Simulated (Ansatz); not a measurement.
**Worked example: correlation energy of SiH4⁺, quartet**

All five atoms lie in one plane.

Geometry: that of the SiH4, triplet, kept fixed. The doublet lies 4.6 eV lower here.

```xyz
5

Si    0.0000    0.0000    0.0000
H    -0.0115    1.0851    1.0776
H    -0.0165   -1.0776    1.0850
H     0.0165    1.0776   -1.0850
H     0.0115   -1.0851   -1.0776
```

Basis 6-31G; Ansatz 0.2.0. Correlated methods freeze the noble-gas cores, which leaves 7 electrons in 16 orbitals. Prefix R: restricted or restricted open-shell reference; prefix U: unrestricted.

Full CI is exact within this basis and frozen core; it isn't the basis-set limit. The frozen core follows each run's orbitals, which can shift R against U totals by a few meV.

Runs differ by some tens of microhartree through their thresholds and, for an open shell, their frozen cores, so steps under 0.1 kcal/mol mean nothing.

| level | total energy (hartree) |
| --- | --- |
| UHF | -290.574961 |
| UMP2 | -290.614794 |
| UCCSD | -290.635426 |
| UCCSD(T) | -290.636125 |
| UCCSDT | -290.636485 |
| UCCSDT(Q) | -290.636513 |
| UCCSDTQ | -290.636522 |
| full CI | -290.636515 |

**Question.** What is the correlation energy at full CI, and what share of it do UMP2 and UCCSD(T) recover?

**Answer.** E(corr) = -290.636515 − (-290.574961) = -0.061554 hartree = -1.675 eV. UMP2: -0.039833 / -0.061554 = 64.71 %. UCCSD(T): -0.061164 / -0.061554 = 99.37 %.

**Question.** By how many kcal/mol does UCCSD(T) miss full CI (1 hartree = 627.509 kcal/mol), and which steps make up the rest?

**Answer.** -290.636125 − (-290.636515) = 0.000390 hartree = 0.24 kcal/mol. Steps: UCCSDT − UCCSD(T) = -0.23, UCCSDT(Q) − UCCSDT = -0.02, UCCSDTQ − UCCSDT(Q) = -0.01, full CI − UCCSDTQ = 0.00 kcal/mol. That is within 1 kcal/mol of the reference in this basis, which itself misses far more of the correlation at the basis-set limit.
